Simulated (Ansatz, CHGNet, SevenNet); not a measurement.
How well does each level of theory give the elastic constant C12 of rock-salt TiC?

Reference value: 113 GPa (measured, temperature not stated, not corrected to a static lattice, sources range from 106 to 113; as tabulated in Jochym et al. (1999), arXiv:1301.6077).

```json
[
 {"level (code)": "CHGNet-r²SCAN (CHGNet)", "value (GPa)": "263", "cell (Å³/atom)": "10.16", "difference (%)": "+133"},
 {"level (code)": "SevenNet-0 (SevenNet)", "value (GPa)": "132", "cell (Å³/atom)": "10.18", "difference (%)": "+16.8"},
 {"level (code)": "SevenNet-l3i5 (SevenNet)", "value (GPa)": "93.4", "cell (Å³/atom)": "10.18", "difference (%)": "-17.3"},
 {"level (code)": "LDA (Ansatz)", "value (GPa)": "129", "cell (Å³/atom)": "9.67", "difference (%)": "+14.2"},
 {"level (code)": "PBE (Ansatz)", "value (GPa)": "121", "cell (Å³/atom)": "10.17", "difference (%)": "+7.1"},
 {"level (code)": "PBEsol (Ansatz)", "value (GPa)": "123", "cell (Å³/atom)": "9.89", "difference (%)": "+8.8"},
 {"level (code)": "r²SCAN (Ansatz)", "value (GPa)": "129", "cell (Å³/atom)": "10.13", "difference (%)": "+14.2"},
 {"level (code)": "HSE06 (Ansatz)", "value (GPa)": "138", "cell (Å³/atom)": "9.97", "difference (%)": "+22"}
]
```

The reference's temperature isn't stated, so close values are not ranked against it. Off by more than 25 % (a bound picked here): CHGNet-r²SCAN (+133 %).

The reference has no zero-point or thermal correction, while the calculations are for a static lattice, so the differences are not the levels' errors alone.  HSE06: hybrids on metals are sensitive to the k mesh. Each level is taken at its own relaxed cell. Cutoffs and k meshes differ between the levels. Ansatz's density-functional and Hartree–Fock values are scalar-relativistic unless marked +SOC, with PAW data made under PBE.

Machine-learned potentials (CHGNet-r²SCAN, SevenNet-0, SevenNet-l3i5) are trained on DFT data, which may include these solids.

Differences are worked out from the printed values.

Ansatz is an electronic-structure program.
